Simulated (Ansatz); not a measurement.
Kohn–Sham single points on CH$_{5}$FNPS (`FC(S)NP`).

```yaml
crystal:
  periodic: [false, false, false]
  atoms:
    - {symbol: F, position_ang: [-0.651357, -0.227285, 1.679083]}
    - {symbol: C, position_ang: [-0.722176, 0.230085, 0.363934]}
    - {symbol: S, position_ang: [-1.139761, 1.994407, 0.382077]}
    - {symbol: N, position_ang: [0.481445, 0.072379, -0.330343]}
    - {symbol: P, position_ang: [0.836942, -1.435463, -1.057114]}
    - {symbol: H, position_ang: [-1.506971, -0.358483, -0.114728]}
    - {symbol: H, position_ang: [-2.058449, 1.895251, 1.355650]}
    - {symbol: H, position_ang: [1.223663, 0.675808, -0.005589]}
    - {symbol: H, position_ang: [1.738855, -0.971773, -2.049128]}
    - {symbol: H, position_ang: [1.880909, -1.926124, -0.220744]}
basis:
  gaussian: {orbitals: def2-TZVPP}
hamiltonian: {xc: {name: B2PLYP}}
```

```sh
$ ansatz run in.yaml --threads 4 --pin off --events-out ev --progress --plain --max-ram 10444MiB
```

It prints (some lines left out):

```
Functional definition: B2PLYP
  name "B2PLYP"
  cite "Grimme, J. Chem. Phys. 124, 034108 (2006) doi:10.1063/1.2148954"
  cite "Becke, Phys. Rev. A 38, 3098 (1988) doi:10.1103/PhysRevA.38.3098"
  cite "Lee, Yang & Parr, Phys. Rev. B 37, 785 (1988) doi:10.1103/PhysRevB.37.785"
  parameter a = 0.53
  parameter c = 0.27
  exchange = (1 - a)*b88_x + a*exact_x
  correlation = (1 - c)*lyp_c + c*(mp2_os + mp2_ss)
1467 factors; integrals over basis functions are off by at most 8.2e-4 eV
mean field evaluation 1: about -25429.7331 eV, gradient 4.3e1 eV
mean field evaluation 2: about -25429.9228 eV, gradient 4.3e1 eV
mean field evaluation 4: about -25433.2081 eV, gradient 3.8e0 eV
mean field evaluation 8: about -25433.2440 eV, gradient 5.3e-1 eV
mean field evaluation 16: about -25433.2445 eV, gradient 2.1e-4 eV
mean field -25433.24454261 eV, -934.6544976684 hartree, gradient 3.3e-6 eV, S^2 0.000000; 0 other end points of the search recorded, 0 dependent functions left out
13 core orbitals not correlated: weight in the atoms' cores, before any rotation towards them, 1.000 or more for the frozen orbitals, at most 0.000 for the correlated occupied ones
reference -25433.24471386 eV, -934.6545039618 hartree; 16, 16 occupied and 218, 218 virtual orbitals, 1467 factors
second order -31.59688999 eV of doubles, -0.00000000 eV of singles
Total energy: -25441.77587415 eV, -934.9680183201 hartree
```

Run time 8.5 s (4 threads of an Arm Neoverse V1 on a shared host); peak host memory 0.64 GiB.

With the line `hamiltonian: {xc: {name: revPBE}, dispersion: d4}` (abridged; 3 s):

```
Functional definition: revPBE
mean field evaluation 16: about -25446.7413 eV, gradient 1.7e-4 eV
mean field -25446.74126481 eV, -935.1504930610 hartree, gradient 3.7e-5 eV, S^2 0.000000
Total energy: -25447.49393327 eV, -935.1781531169 hartree
```

Changing it to `hamiltonian: {xc: {name: PBE-QIDH}}` (abridged; 8.5 s):

```
Functional definition: PBE-QIDH
mean field evaluation 16: about -25424.1854 eV, gradient 2.3e-4 eV
mean field -25424.18544330 eV, -934.3215819094 hartree, gradient 6.4e-6 eV, S^2 0.000000
13 core orbitals not correlated: weight in the atoms' cores, before any rotation towards them, 1.000 or more for the frozen orbitals, at most 0.000 for the correlated occupied ones
second order -29.36492431 eV of doubles, -0.00000000 eV of singles
Total energy: -25433.97376365 eV, -934.6812960476 hartree
```

Changing it to `hamiltonian: {xc: lda}` (abridged; 1.9 s):

```
Functional definition: SPW92
mean field evaluation 16: about -25341.1426 eV, gradient 5.1e-4 eV
mean field -25341.14256936 eV, -931.2698125807 hartree, gradient 6.5e-5 eV, S^2 0.000000
Total energy: -25341.14260649 eV, -931.2698139452 hartree
```

With the line `hamiltonian: {xc: {name: CAM-B3LYP}, dispersion: d4}` (abridged; 5.5 s):

```
Functional definition: CAM-B3LYP
mean field evaluation 16: about -25450.9248 eV, gradient 4.7e-5 eV
mean field -25450.92479694 eV, -935.3042350310 hartree, gradient 4.7e-5 eV, S^2 0.000000
Total energy: -25451.12415451 eV, -935.3115612867 hartree
```

Changing it to `hamiltonian: {xc: {name: wB97X-V}}` (abridged; 10 s):

```
Functional definition: wB97X-V
mean field evaluation 16: about -25447.5006 eV, gradient 7.2e-5 eV
mean field -25447.50056305 eV, -935.1783967567 hartree, gradient 7.2e-5 eV, S^2 0.000000
Total energy: -25447.50056115 eV, -935.1783966867 hartree
```
